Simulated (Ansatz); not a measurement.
Task: Name a neutral molecule of Cl, Si and H with LUMO energy (PBE0/def2-TZVPP) between -0.20 and 0.10 eV and HOMO–LUMO gap (PBE0/def2-TZVPP) between 9.10 and 9.40 eV (Ansatz, PBE0-D4/def2-TZVP geometry).

Result: `Cl[SiH2]Cl` (0.05 eV, 9.15 eV). Other molecules can fit too; these were computed, each in one conformer that needn't be the lowest.
